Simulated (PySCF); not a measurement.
## Vertical excitation energies

Compound: 1,3,5-triazine, C3H3N3.
InChI=1S/C3H3N3/c1-4-2-6-3-5-1/h1-3H

Level of theory: PySCF 2.14.0, density-fitted response routines, TDDFT CAM-B3LYP/def2-SVPD, vertical, gas phase, core orbitals frozen in the response. Isolated species at its GFN2-xTB geometry, gas phase.

| state | E (eV) | E (kJ/mol) | λ (nm) | f | symmetry | main configurations (H = HOMO, L = LUMO) |
| --- | --- | --- | --- | --- | --- | --- |
| S1 | 4.75 | 458 | 261.0 | 0.0000 | – | H-1/H→L (50%), H-1/H→L+1 (48%) |
| S2 | 4.84 | 467 | 256.1 | 0.0000 | – | H-1/H→L (≥46%), H-1/H→L+1 (≥44%) |
| S3 | 4.84 | 467 | 256.1 | 0.0000 | – | H-1/H→L+1 (≥46%), H-1/H→L (≥44%) |
| S4 | 4.87 | 470 | 254.4 | 0.015 | A2″ | H-1/H→L+1 (50%), H-1/H→L (48%) |
| S5 | 6.42 | 619 | 193.3 | 0.0000 | – | H-3/H-2→L (50%), H-3/H-2→L+1 (50%) |
| S6 | 7.31 | 705 | 169.6 | 0.0000 | – | H-3/H-2→L (≥48%), H-3/H-2→L+1 (≥48%) |
| S7 | 7.69 | 742 | 161.2 | 0.0000 | – | H-4→L (92%) |
| S8 | 7.69 | 742 | 161.1 | 0.0000 | – | H-4→L+1 (92%) |

Triplets (Tamm–Dancoff): T1 4.22 eV, H-1/H→L (≥48%), H-1/H→L+1 (≥48%); T2 4.41 eV, H-1/H→L+1 (≥41%), H-1/H→L (≥41%); T3 4.41 eV, H-1/H→L (≥41%), H-1/H→L+1 (≥41%).

The lowest singlet lies at 4.75 eV (261 nm, ultraviolet) and is dark (f under 0.0005); its leading configuration is HOMO-1/HOMO→LUMO (50%). The most intense listed level is S4 at 4.87 eV (254 nm, f = 0.015), 0.12 eV above S1. S2/S3 and S7/S8 lie within about 0.01 eV of each other in each set; the point group D3h has degenerate representations, and within a degenerate level the listed configurations can mix freely. Löwdin shares by element: HOMO (one of a set within 0.03 eV) nitrogen 76%, carbon 7% or more (atoms not listed hold the other 18%); LUMO (one of a set within 0.03 eV) carbon 43% or more, nitrogen 36% or more (atoms not listed hold the other 20%). Weighted by f, the mean energy of these states is 4.88 eV. The listed states span 2.94 eV, and the widest gap between neighbours is 1.54 eV (S4 to S5). The oscillator strengths of these states sum to 0.015; summed over the whole spectrum of an exact calculation they would give the number of electrons, 42 (Thomas–Reiche–Kuhn). Symmetry labels in D3h follow from the direction of the transition dipole and are given only for states with f of 0.002 or more. Orbitals of the list HOMO-3 to LUMO+2 that lie within 0.01 eV of each other are written together with a slash and their weights summed (≥ marks a lower bound); for degenerate orbitals outside that list single weights are arbitrary. Singlets were solved by full linear response, triplets in the Tamm–Dancoff approximation.
